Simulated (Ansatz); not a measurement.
# Gd (Gd, hcp): the cost of one run

Program: Ansatz 0.2.0. Level of theory: DFT LDA (PW92), plane waves (420 eV) with PAW, scalar-relativistic; PBE-made PAW files. These are calculated values, not measurements.

## Step 1: The structure to begin with

Symmetry: P6_3/mmc, No. 194, hexagonal system. The conventional cell has a = 3.636 Å, b = 3.636 Å, c = 5.783 Å, α = 90.00°, β = 90.00°, γ = 120.00°. Around Gd (site symmetry -6m2) lie 12 Gd at 3.57 to 3.64 Å.

Structure file:

```cif
data_structure
_symmetry_space_group_name_H-M 'P 1'
_symmetry_Int_Tables_number 1
_cell_length_a 3.6360
_cell_length_b 3.6360
_cell_length_c 5.7826
_cell_angle_alpha 90.000
_cell_angle_beta 90.000
_cell_angle_gamma 120.000
_cell_volume 66.21
loop_
_atom_site_label
_atom_site_type_symbol
_atom_site_fract_x
_atom_site_fract_y
_atom_site_fract_z
_atom_site_occupancy
Gd1 Gd 0.33333 0.66667 0.25000 1
Gd2 Gd 0.66667 0.33333 0.75000 1
```

The atoms start with moments of +7, -7 μB.

## Step 2: Geometry optimisation

Input file input.yaml:

```yaml
crystal:
  lattice:
    - [3.6360007066, 0.0, 0.0]
    - [-1.8180003533, 3.1488689801, 0.0]
    - [0.0, 0.0, 5.7826]
  atoms:
    - { symbol: Gd, position: [0.3333333333, 0.6666666667, 0.25], spin: 7.0 }
    - { symbol: Gd, position: [0.6666666667, 0.3333333333, 0.75], spin: -7.0 }
hamiltonian:
  xc: lda
  pseudopotentials:
    kind: paw
    azcp:
      Gd: "pseudopotentials/Gd.paw.azcp"
basis:
  ecutwfc: 420
  fft_grid_basis: typed
kpoints:
  mp_grid: { grid: [10, 10, 6], shift: [0, 0, 0] }
magnetization:
  spin_polarized: true
scf:
  occupations: { method: fermi_dirac, width: 0.05 }
relax:
  max_steps: 60
  f_tol: 0.01
  cell: {}
```

Q: Estimate wall time and peak memory on 4 threads of an Arm CPU, shared host.

About 55 s, with a peak of 0.59 GiB.
